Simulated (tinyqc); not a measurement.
Inside a calculation. Method: MP2 on RHF in the sto-3g basis, for H2O, spin multiplicity 1. One step of it, computed by the program tinyqc.

Problem. Integrals over molecular orbitals. (pq|rs) = sum C_ip C_jq C_kr C_ls (ij|kl), one index at a time.

coefficients C:
```
              MO1        MO2        MO3        MO4       MO5        MO6        MO7
1O 1s    0.994541  -0.242243   0.000000   0.087322  0.000000  -0.103328   0.000000
1O 2s    0.023322   0.907278   0.000000  -0.444197  0.000000   0.596622   0.000000
1O 2px   0.000000   0.000000   0.000000   0.000000  1.000000   0.000000   0.000000
1O 2py   0.000000   0.000000   0.606200   0.000000  0.000000   0.000000   0.899487
1O 2pz   0.002704   0.068764   0.000000   0.743549  0.000000   0.727650   0.000000
2H 1s   -0.004111   0.135766   0.455609   0.346862  0.000000  -0.682612  -0.695422
3H 1s   -0.004111   0.135766  -0.455609   0.346862  0.000000  -0.682612   0.695422
```

core Hamiltonian H = T + V (hartree):
```
             1O 1s      1O 2s     1O 2px     1O 2py     1O 2pz      2H 1s      3H 1s
1O 1s   -32.524338  -7.566274   0.000000   0.000000  -0.012601  -1.063497  -1.063497
1O 2s    -7.566274  -9.149865   0.000000   0.000000  -0.155570  -2.583521  -2.583521
1O 2px    0.000000   0.000000  -7.304240   0.000000   0.000000   0.000000   0.000000
1O 2py    0.000000   0.000000   0.000000  -7.403798   0.000000  -1.547005   1.547005
1O 2pz   -0.012601  -0.155570   0.000000   0.000000  -7.360362  -1.199382  -1.199382
2H 1s    -1.063497  -2.583521   0.000000  -1.547005  -1.199382  -4.328427  -0.853772
3H 1s    -1.063497  -2.583521   0.000000   1.547005  -1.199382  -0.853772  -4.328427
```

Two-electron integrals (ij|kl) in chemists' order, unique and non-zero (hartree):
```
(11|11) 4.785065    (21|11) 0.741380    (21|21) 0.136873    (22|11) 1.118947
(22|21) 0.256633    (22|22) 0.817206    (31|31) 0.024477    (32|31) 0.037809
(32|32) 0.180518    (33|11) 1.115814    (33|21) 0.256684    (33|22) 0.817023
(33|33) 0.880159    (41|41) 0.024477    (42|41) 0.037809    (42|42) 0.180518
(43|43) 0.047444    (44|11) 1.115814    (44|21) 0.256684    (44|22) 0.817023
(44|33) 0.785270    (44|44) 0.880159    (51|51) 0.024477    (52|51) 0.037809
(52|52) 0.180518    (53|53) 0.047444    (54|54) 0.047444    (55|11) 1.115814
(55|21) 0.256684    (55|22) 0.817023    (55|33) 0.785270    (55|44) 0.785270
(55|55) 0.880159    (61|11) 0.104479    (61|21) 0.019145    (61|22) 0.035731
(61|33) 0.035662    (61|41) 0.000695    (61|42) 0.001313    (61|44) 0.035799
(61|51) 0.000522    (61|52) 0.000986    (61|54) 0.000103    (61|55) 0.035739
(61|61) 0.002712    (62|11) 0.278476    (62|21) 0.064777    (62|22) 0.231398
(62|33) 0.227294    (62|41) 0.003888    (62|42) 0.030905    (62|44) 0.235021
(62|51) 0.002919    (62|52) 0.023203    (62|54) 0.005802    (62|55) 0.231650
(62|61) 0.009255    (62|62) 0.084178    (63|31) 0.006475    (63|32) 0.038784
(63|43) 0.006259    (63|53) 0.004699    (63|63) 0.011423    (64|11) 0.168669
(64|21) 0.039712    (64|22) 0.151465    (64|33) 0.144751    (64|41) 0.008548
(64|42) 0.057719    (64|44) 0.162033    (64|51) 0.001556    (64|52) 0.014217
(64|54) 0.008276    (64|55) 0.147437    (64|61) 0.005900    (64|62) 0.066997
(64|64) 0.064145    (65|11) 0.126638    (65|21) 0.029816    (65|22) 0.113721
(65|33) 0.108680    (65|41) 0.001556    (65|42) 0.014217    (65|44) 0.112257
(65|51) 0.007644    (65|52) 0.049458    (65|54) 0.008944    (65|55) 0.120095
(65|61) 0.004429    (65|62) 0.050302    (65|64) 0.039584    (65|65) 0.041143
(66|11) 0.446958    (66|21) 0.105627    (66|22) 0.434669    (66|33) 0.418009
(66|41) 0.007544    (66|42) 0.084541    (66|44) 0.449634    (66|51) 0.005664
(66|52) 0.063473    (66|54) 0.023744    (66|55) 0.435836    (66|61) 0.015187
(66|62) 0.207658    (66|64) 0.188658    (66|65) 0.141645    (66|66) 0.774606
(71|11) 0.104479    (71|21) 0.019145    (71|22) 0.035731    (71|33) 0.035662
(71|41) -0.000695   (71|42) -0.001313   (71|44) 0.035799    (71|51) 0.000522
(71|52) 0.000986    (71|54) -0.000103   (71|55) 0.035739    (71|61) 0.002670
(71|62) 0.008957    (71|64) 0.005266    (71|65) 0.004292    (71|66) 0.014585
(71|71) 0.002712    (72|11) 0.278476    (72|21) 0.064777    (72|22) 0.231398
(72|33) 0.227294    (72|41) -0.003888   (72|42) -0.030905   (72|44) 0.235021
(72|51) 0.002919    (72|52) 0.023203    (72|54) -0.005802   (72|55) 0.231650
(72|61) 0.008957    (72|62) 0.066092    (72|64) 0.036750    (72|65) 0.038328
(72|66) 0.130377    (72|71) 0.009255    (72|72) 0.084178    (73|31) 0.006475
(73|32) 0.038784    (73|43) -0.006259   (73|53) 0.004699    (73|63) 0.008611
(73|73) 0.011423    (74|11) -0.168669   (74|21) -0.039712   (74|22) -0.151465
(74|33) -0.144751   (74|41) 0.008548    (74|42) 0.057719    (74|44) -0.162033
(74|51) -0.001556   (74|52) -0.014217   (74|54) 0.008276    (74|55) -0.147437
(74|61) -0.005266   (74|62) -0.036750   (74|64) -0.012318   (74|65) -0.020918
(74|66) -0.066861   (74|71) -0.005900   (74|72) -0.066997   (74|74) 0.064145
(75|11) 0.126638    (75|21) 0.029816    (75|22) 0.113721    (75|33) 0.108680
(75|41) -0.001556   (75|42) -0.014217   (75|44) 0.112257    (75|51) 0.007644
(75|52) 0.049458    (75|54) -0.008944   (75|55) 0.120095    (75|61) 0.004292
(75|62) 0.038328    (75|64) 0.020918    (75|65) 0.030512    (75|66) 0.082181
(75|71) 0.004429    (75|72) 0.050302    (75|74) -0.039584   (75|75) 0.041143
(76|11) 0.084154    (76|21) 0.019765    (76|22) 0.076960    (76|33) 0.075157
(76|44) 0.076721    (76|51) 0.001376    (76|52) 0.013187    (76|55) 0.078918
(76|61) 0.002793    (76|62) 0.027812    (76|64) 0.019329    (76|65) 0.018715
(76|66) 0.072318    (76|71) 0.002793    (76|72) 0.027812    (76|74) -0.019329
(76|75) 0.018715    (76|76) 0.011703    (77|11) 0.446958    (77|21) 0.105627
(77|22) 0.434669    (77|33) 0.418009    (77|41) -0.007544   (77|42) -0.084541
(77|44) 0.449634    (77|51) 0.005664    (77|52) 0.063473    (77|54) -0.023744
(77|55) 0.435836    (77|61) 0.014585    (77|62) 0.130377    (77|64) 0.066861
(77|65) 0.082181    (77|66) 0.282605    (77|71) 0.015187    (77|72) 0.207658
(77|74) -0.188658   (77|75) 0.141645    (77|76) 0.072318    (77|77) 0.774606
```

Give: one-electron integrals over orbitals h = C^T H C; Two-electron integrals over orbitals.

Solution.

one-electron integrals over orbitals h = C^T H C (hartree):
```
         1       2       3       4       5       6       7
1  -32.508   0.574   0.000  -0.194   0.000   0.238   0.000
2    0.574  -7.537   0.000   0.539   0.000  -1.143   0.000
3    0.000   0.000  -5.872   0.000   0.000   0.000  -1.799
4   -0.194   0.539   0.000  -6.455   0.000  -1.391   0.000
5    0.000   0.000   0.000   0.000  -7.304   0.000   0.000
6    0.238  -1.143   0.000  -1.391   0.000  -5.239   0.000
7    0.000   0.000  -1.799   0.000   0.000   0.000  -5.480
```

Two-electron integrals over orbitals (pq|rs), unique and non-zero (hartree):
```
(11|11) 4.747       (21|11) -0.434      (21|21) 0.063       (22|11) 1.028
(22|21) -0.016      (22|22) 0.726       (31|31) 0.010       (32|31) 0.016
(32|32) 0.125       (33|11) 0.747       (33|21) -4.77e-03   (33|22) 0.604
(33|33) 0.579       (41|11) 0.155       (41|21) -0.021      (41|22) 0.011
(41|33) 0.005       (41|41) 0.023       (42|11) -0.148      (42|21) 0.008
(42|22) -0.032      (42|33) 3.45e-03    (42|41) 0.019       (42|42) 0.130
(43|31) -2.13e-03   (43|32) 0.030       (43|43) 0.059       (44|11) 0.916
(44|21) -0.011      (44|22) 0.656       (44|33) 0.554       (44|41) -0.008
(44|42) -0.089      (44|44) 0.680       (51|51) 0.026       (52|51) 0.034
(52|52) 0.153       (53|53) 0.026       (54|51) -0.011      (54|52) -0.042
(54|54) 0.046       (55|11) 1.115       (55|21) -0.012      (55|22) 0.758
(55|33) 0.591       (55|41) 4.36e-03    (55|42) -0.081      (55|44) 0.679
(55|55) 0.880       (61|11) -0.185      (61|21) 0.028       (61|22) -2.69e-03
(61|33) 5.73e-04    (61|41) 4.11e-03    (61|42) 0.021       (61|44) -0.014
(61|55) -0.005      (61|61) 0.024       (62|11) 0.251       (62|21) -0.006
(62|22) 0.125       (62|33) 0.061       (62|41) 0.018       (62|42) 0.037
(62|44) 0.057       (62|55) 0.134       (62|61) 0.011       (62|62) 0.092
(63|31) 2.31e-03    (63|32) -0.037      (63|43) -0.042      (63|63) 0.078
(64|11) 0.285       (64|21) -3.89e-03   (64|22) 0.139       (64|33) 0.050
(64|41) 1.15e-03    (64|42) -0.050      (64|44) 0.133       (64|55) 0.160
(64|61) -1.93e-03   (64|62) 0.059       (64|64) 0.106       (65|51) 0.012
(65|52) 0.049       (65|54) 0.008       (65|65) 0.033       (66|11) 0.768
(66|21) -0.007      (66|22) 0.583       (66|33) 0.538       (66|41) 0.017
(66|42) 0.045       (66|44) 0.538       (66|55) 0.570       (66|61) 0.009
(66|62) 0.088       (66|64) 0.055       (66|66) 0.571       (71|31) 0.014
(71|32) 0.021       (71|43) -2.90e-03   (71|63) 2.62e-03    (71|71) 0.019
(72|31) 0.015       (72|32) 0.059       (72|43) -0.028      (72|63) 0.027
(72|71) 0.020       (72|72) 0.071       (73|11) 0.374       (73|21) -0.007
(73|22) 0.174       (73|33) 0.088       (73|41) -1.26e-04   (73|42) -0.075
(73|44) 0.139       (73|55) 0.208       (73|61) -0.005      (73|62) 0.065
(73|64) 0.108       (73|66) 0.046       (73|73) 0.162       (74|31) -0.008
(74|32) -0.069      (74|43) -0.018      (74|63) 0.058       (74|71) -0.010
(74|72) -0.017      (74|74) 0.071       (75|53) 0.024       (75|75) 0.025
(76|31) 0.007       (76|32) 0.082       (76|43) 0.067       (76|63) -0.069
(76|71) 0.009       (76|72) -1.73e-03   (76|74) -0.061      (76|76) 0.112
(77|11) 0.831       (77|21) -0.009      (77|22) 0.604       (77|33) 0.572
(77|41) 3.47e-03    (77|42) -0.020      (77|44) 0.570       (77|55) 0.605
(77|61) -3.36e-03   (77|62) 0.058       (77|64) 0.055       (77|66) 0.541
(77|73) 0.099       (77|77) 0.588
```
